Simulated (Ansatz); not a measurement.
System: diamond-structure Si. Method: rVV10 in Ansatz (PAW).

Run with plane-wave cutoff 520 eV, 12×12×12 k mesh, Fermi–Dirac smearing 0.01 eV, scalar-relativistic PAW data made under PBE.

Response to compression and expansion:

```csv
V (Å³/atom),P (GPa),direct gap at Γ (eV),smallest gap on the k mesh (eV)
19.388,6.16,2.645,0.584
19.801,3.88,2.637,0.618
20.213,1.84,2.629,0.649
20.626,0.00,2.620,0.678
21.038,-1.65,2.611,0.705
21.451,-3.13,2.497,0.730
21.863,-4.46,2.288,0.753
```

The fundamental gap (0.68 eV at the equilibrium volume, with added k points) lies elsewhere than Γ–Γ.

Ansatz is an electronic-structure program.
